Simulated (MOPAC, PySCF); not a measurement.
CF₄, SMILES `FC(F)(F)F`, neutral singlet in the gas phase. 

Cartesian coordinates (Å):
```xyz
5

F     -0.7882    -0.0007     1.0662
C      0.0000     0.0000     0.0000
F     -0.2639    -1.0644    -0.7453
F     -0.2155     1.1000    -0.7083
F      1.2676    -0.0349     0.3874
```
Charge 0, multiplicity 1.

All levels are single points at this geometry (B3LYP-D3(BJ)/def2-TZVP); Pople sets use spherical d functions. Orbital energies aren't observables, and empty levels follow the basis.

```json
[
 {"level": "PBE-D3(BJ)/def2-TZVP in PySCF", "HOMO (eV)": "-10.33", "LUMO (eV)": "1.65", "gap (eV)": "11.99", "dipole (D)": "0.00", "vertical IE, Delta-SCF (eV)": "–"},
 {"level": "ωB97X-D3(BJ)/def2-TZVP in PySCF", "HOMO (eV)": "-15.27", "LUMO (eV)": "4.71", "gap (eV)": "19.98", "dipole (D)": "0.00", "vertical IE, Delta-SCF (eV)": "15.94"},
 {"level": "B3LYP/3-21G in PySCF", "HOMO (eV)": "-11.36", "LUMO (eV)": "5.09", "gap (eV)": "16.45", "dipole (D)": "0.00", "vertical IE, Delta-SCF (eV)": "–"},
 {"level": "B3LYP/6-311+G** in PySCF", "HOMO (eV)": "-12.45", "LUMO (eV)": "0.20", "gap (eV)": "12.66", "dipole (D)": "0.00", "vertical IE, Delta-SCF (eV)": "–"},
 {"level": "BP86/6-31G* in PySCF", "HOMO (eV)": "-9.78", "LUMO (eV)": "3.73", "gap (eV)": "13.50", "dipole (D)": "0.00", "vertical IE, Delta-SCF (eV)": "–"},
 {"level": "M06-2X/6-31G* in PySCF", "HOMO (eV)": "-14.35", "LUMO (eV)": "6.87", "gap (eV)": "21.22", "dipole (D)": "0.00", "vertical IE, Delta-SCF (eV)": "–"},
 {"level": "PBE/6-31G* in PySCF", "HOMO (eV)": "-9.62", "LUMO (eV)": "3.87", "gap (eV)": "13.49", "dipole (D)": "0.00", "vertical IE, Delta-SCF (eV)": "14.03"},
 {"level": "SVWN5/6-31G* in PySCF", "HOMO (eV)": "-9.86", "LUMO (eV)": "3.61", "gap (eV)": "13.46", "dipole (D)": "0.00", "vertical IE, Delta-SCF (eV)": "–"},
 {"level": "HF/3-21G in PySCF", "HOMO (eV)": "-18.45", "LUMO (eV)": "11.08", "gap (eV)": "29.53", "dipole (D)": "0.00", "vertical IE, Delta-SCF (eV)": "–"},
 {"level": "HF/6-31G* in PySCF", "HOMO (eV)": "-18.38", "LUMO (eV)": "11.16", "gap (eV)": "29.55", "dipole (D)": "0.00", "vertical IE, Delta-SCF (eV)": "16.89"},
 {"level": "AM1 in MOPAC", "HOMO (eV)": "-15.36", "LUMO (eV)": "1.53", "gap (eV)": "16.89", "dipole (D)": "0.00", "vertical IE, Delta-SCF (eV)": "–"},
 {"level": "PM3 in MOPAC", "HOMO (eV)": "-16.80", "LUMO (eV)": "0.61", "gap (eV)": "17.42", "dipole (D)": "0.00", "vertical IE, Delta-SCF (eV)": "–"},
 {"level": "PM6 in MOPAC", "HOMO (eV)": "-16.03", "LUMO (eV)": "0.39", "gap (eV)": "16.41", "dipole (D)": "0.00", "vertical IE, Delta-SCF (eV)": "–"}
]
```
